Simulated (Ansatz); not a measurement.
# NCS, doublet: vertical spin and charge gaps

Geometry (PBE0/def2-TZVP stationary point for this spin, not checked as a minimum):

```yaml
atoms:
  - { symbol: N, position_ang: [0.0000, 0.0000, -1.3227] }
  - { symbol: C, position_ang: [0.0000, 0.0000, -0.1481] }
  - { symbol: S, position_ang: [0.0000, 0.0000, 1.4708] }
```

Basis cc-pVDZ; Ansatz 0.2.0. Correlated methods freeze the noble-gas cores. Prefix R: restricted or restricted open-shell reference; prefix U: unrestricted. Active spaces: valence = (13e, 11o, short of the full valence) chosen from the atoms' valence shells.

Gaps are energies of the second state less the first, at fixed atoms, for a selection of the levels run; each method lands on the state that its own search finds for that charge and spin.

Unrestricted rows (U, and Kohn–Sham where it breaks symmetry) aren't spin-pure: their determinants' ⟨S²⟩ exceeds S(S+1) by up to 0.40, so they mix in states of higher spin. For open shells CISD is restricted-active-space CI with the open shells as a complete middle space. A value is left out where its run failed or describes another state than the reference as far as symmetry and spin tell, or, spin-broken singlets apart, can't be checked.

Task: PBE gives 10.479 eV for removing an electron, to the triplet. Estimate what UCCSDT(Q) gives in cc-pVDZ.

Result: UCCSDT(Q) in cc-pVDZ gives 10.197 eV, so against it PBE is off by 0.282 eV.

```
                   level  gap (eV)  error (meV)  ⟨S²⟩ where 0.1 over S(S+1) (first / second)
                     RHF    10.104          -93                                        – / –
                     UHF     9.420         -777                                  0.93 / 2.40
                    RMP2    10.289           92                                        – / –
                    UMP2    10.701          504                                  0.93 / 2.40
                    CISD    10.249           52                                        – / –
                   RCCSD    10.262           65                                        – / –
                   UCCSD    10.218           21                                  0.93 / 2.40
                RCCSD(T)    10.206            9                                        – / –
                UCCSD(T)    10.221           24                                  0.93 / 2.40
                 BCCD(T)    10.211           14                                        – / –
                  RCCSDT    10.206            9                                        – / –
                  UCCSDT    10.196           -1                                  0.93 / 2.40
               RCCSDT(Q)    10.195           -2                                        – / –
  CASSCF (valence space)     9.541         -656                                        – / –
  NEVPT2 (valence space)    10.083         -114                                        – / –
  MRCISD (valence space)    10.088         -109                                        – / –
MRCISD+Q (valence space)    10.169          -28                                        – / –
                  revPBE    10.418          221                                        – / –
                  r2SCAN    10.597          400                                        – / –
                    PBE0    10.593          396                                        – / –
                   B3LYP    10.582          385                                        – / –
                 wB97M-V    10.591          394                                        – / –
                  B2PLYP    10.518          321                                     – / 2.14
                 RPA-PBE    10.314          117                                        – / –
```

In so small a basis the reference is far from its limit while semilocal and hybrid functionals are nearer theirs (RPA and double hybrids share much of the reference's basis error), so the functionals' errors here hold much of the reference's basis and frozen-core error, which can add to them or hide them.

Full CI isn't at hand for all of this; UCCSDT(Q) serves as the reference, and is uncertain by about the last step of the cluster series. The frozen core follows each run's orbitals, which can shift R against U totals by a few meV.
